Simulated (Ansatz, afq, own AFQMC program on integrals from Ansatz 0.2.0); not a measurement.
# BC⁺, singlet in cc-pVDZ, levels against full CI

```xyz
2

B     0.0000    0.0000    0.0000
C     0.0000    0.0000    1.3970
```

Basis cc-pVDZ. Only valence electrons are correlated. AFQMC by an in-house program on the Cholesky factors that Ansatz 0.2.0 writes for its CCSD(T) run. ph-AFQMC/CISD is guided by a CISD state made of CCSD amplitudes; releasing the constraint for a short imaginary time cuts its bias at the price of noise, slowly where states lie close. ± is one standard error of the sampling.

Determinant: RHF, the one that the program's search chose, which needn't be the lowest solution. The geometry is a point of a scan.

Full CI on the same integrals is exact in this basis and with this determinant's frozen core.

Cautions: another spin lies lower; restricted determinant unstable towards unrestricted (UHF 3.39 eV lower, ⟨S²⟩ 1.94); the determinant is a saddle point among determinants of its kind; strong correlation (T1 0.082, weight of the determinant 0.75, largest double 0.31); (T) is large, 9 % of the CCSD correlation; (Q) is large, 143 meV, so the cluster series hasn't closed; the CCSDT(Q) amplitudes may be one of several solutions (largest double 0.52); the CCSDTQ amplitudes may be one of several solutions (largest double 0.94); the released energies have errors that jump between times, so the bars are unsure, so no released level is given (meV from the phaseless value at times in 1/Eh: -70 ± 38 at 0.24, -64 ± 4 at 0.51, -98 ± 3 at 0.99, -135 ± 4 at 1.62, -153 ± 5 at 2.40); the determinant fills πx and πy unequally, so it mixes two states of the linear molecule, and each level undoes that mixture to a different degree, while full CI gives the lower state; CCSDTQ on the UHF determinant differs (1.03 eV lower), perhaps since the unrestricted series falls towards higher spin.

- T1 diagnostic: 0.0824
- weight of the determinant in the CISD state: 0.749
- size of the correlated space: 6 electrons in 26 orbitals

```
  level  correlation energy (eV)
    MP2                  -4.5875
   CCSD                  -5.7010
CCSD(T)                  -6.2240
```

Estimate where phaseless AFQMC with a CISD trial lies against CCSD(T) on the same integrals.

128.9 ± 4.1 meV above CCSD(T).

Reference: full CI, correlation energy -6.433 eV. The cautions show a poor starting determinant, so the rows tell how each method copes with it here, and full CI is the sure value.

```tsv
level	E − E(reference) (meV)	share of correlation (%)
CCSD(T)	209.3	96.75
CCSDT	168.5	97.38
CCSDT(Q)	25.1	99.61
CCSDTQ	9.1	99.86
ph-AFQMC/CISD	338.2 ± 4.1	94.74
```

CCSDT and higher add their correlation energy to the determinant of the CCSD(T) run, since their own runs factorise the integrals more tightly (a shift of under 2 meV).
